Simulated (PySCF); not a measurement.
**`[O-]C#CC#C`, [C$_{4}$HO]-, charge -1**

Geometry:
```json
{"atom": "C1", "x (Å)": "1.556", "y (Å)": "-1.120", "z (Å)": "0.039"}
{"atom": "C2", "x (Å)": "0.570", "y (Å)": "-0.410", "z (Å)": "0.091"}
{"atom": "C3", "x (Å)": "-0.514", "y (Å)": "0.374", "z (Å)": "0.154"}
{"atom": "C4", "x (Å)": "-1.512", "y (Å)": "1.091", "z (Å)": "0.211"}
{"atom": "O5", "x (Å)": "-2.503", "y (Å)": "1.805", "z (Å)": "0.267"}
{"atom": "H6", "x (Å)": "2.405", "y (Å)": "-1.737", "z (Å)": "-0.011"}
```

Total charge -1.

Theory: PySCF, quadratic response PBE0/def2-SVPD first hyperpolarisability, Taylor convention, gas phase. Geometry: GFN2-xTB.

For a gas-phase anion, states above the detachment energy (about 0.7 eV, taken as minus the energy of the highest occupied orbital) lie in the continuum and depend on the basis.

(1) Give β for the processes computed.

(2) Which lowest excitations and polarisabilities go with it?

Answers

(1) In 10⁻³⁰ esu, Taylor convention; the vector part is βᵢ = ⅓ Σⱼ (βᵢⱼⱼ + βⱼᵢⱼ + βⱼⱼᵢ):
```tsv
process	λ (nm)	β vector norm	β HRS	depolarisation ratio
static β(0;0,0)	∞	7.78	2.93	7.44
second harmonic β(−2ω;ω,ω)	1550	8.51	3.20	7.67
Pockels β(−ω;ω,0)	1550	8.01	–	–
second harmonic β(−2ω;ω,ω)	1064	9.48	3.55	8.08
Pockels β(−ω;ω,0)	1064	8.28	–	–
second harmonic β(−2ω;ω,ω)	694.3	13.33	4.85	11.71
Pockels β(−ω;ω,0)	694.3	9.06	–	–
```

(2) S1 4.30 eV (f = 0.000); S2 4.38 eV (f = 0.003); S3 4.38 eV (f = 0.003); isotropic α 67.3 au static, 67.9 au at 1550 nm, 68.5 au at 1064 nm, 69.6 au at 775 nm, 70.3 au at 694.3 nm, 72.6 au at 532 nm, 82.3 au at 347.1 nm.
